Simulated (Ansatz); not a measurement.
## A basis-limit estimate, worked out

The pair of HCl (SMILES Cl, atoms 1–2) and CH3F (SMILES CF, atoms 3–7), both closed shells, in one local arrangement (a lower one may exist), relaxed at PBE0-D4/def2-TZVP:

Cl1  (0.138, -0.143, -2.824)
H2  (-0.311, -0.567, -1.693)
C3  (0.070, 0.190, 0.940)
F4  (-0.634, -0.755, 0.205)
H5  (-0.646, 0.815, 1.474)
H6  (0.665, 0.794, 0.254)
H7  (0.718, -0.335, 1.644)
(Å)

Both fragments are computed in the basis of the whole pair.

Computed with Ansatz 0.2.0 (basis: def2-TZVPPD and def2-QZVPPD); correlated methods freeze the cores.

Energies in eV:

| quantity | pair | first fragment | second fragment |
| --- | --- | --- | --- |
| Hartree–Fock, triple zeta (X = 3) | -16305.20984 | -12519.95242 | -3785.18192 |
| Hartree–Fock, quadruple zeta (X = 4) | -16305.70545 | -12520.28808 | -3785.34144 |
| MP2 correlation, X = 3 | -17.52634 | -5.59542 | -11.85475 |
| MP2 correlation, X = 4 | -18.96142 | -6.09959 | -12.77385 |
| CCSD(T) correlation, X = 3 | -19.11659 | -6.38026 | -12.67149 |

Task: Work out the interaction energy at the basis limit: extrapolate Hartree–Fock as E(X) = E∞ + A exp(−7.88 √X) and the MP2 correlation as E(X) = E∞ + B X^−2.97 (the exponents that Neese and Valeev fitted for def2-TZVPP and QZVPP, reused here for the diffuse sets), then add CCSD(T) − MP2 in triple zeta.

Result: Each step is linear, so take the differences first (pair − first fragment − second fragment): Hartree–Fock -0.07550 (X = 3) and -0.07593 (X = 4); MP2 correlation -0.07617 and -0.08798; CCSD(T) correlation -0.06484.
Two points give E∞ = E(4) + w [E(4) − E(3)], with w = 1/(exp(7.88 (2 − √3)) − 1) = 0.1377 for Hartree–Fock and w = 1/((4/3)^2.97 − 1) = 0.7407 for the correlation.
Hartree–Fock: -0.07593 + 0.1377 × (-0.00043) = -0.0760 eV.
MP2 correlation: -0.08798 + 0.7407 × (-0.01181) = -0.0967 eV.
CCSD(T) − MP2: -0.06484 − (-0.07617) = 0.0113 eV.
Sum: -0.0760 + (-0.0967) + 0.0113 = -0.1614 eV, or -3.72 kcal/mol. Plain CCSD(T) in triple zeta gives -0.1403 eV, so the larger basis shifts the result by -0.0211 eV.

T1 diagnostic: at most 0.011.

For scale, one of the runs: CCSD(T)/def2-TZVPPD, 196 basis functions, launched by `ansatz run in.yaml --threads 2 --pin off --events-out ev --progress --plain --max-ram 5222MiB`. Hardware: 2 CPU threads, shared host. Wall time 18 s; peak host memory 2.5 GiB.
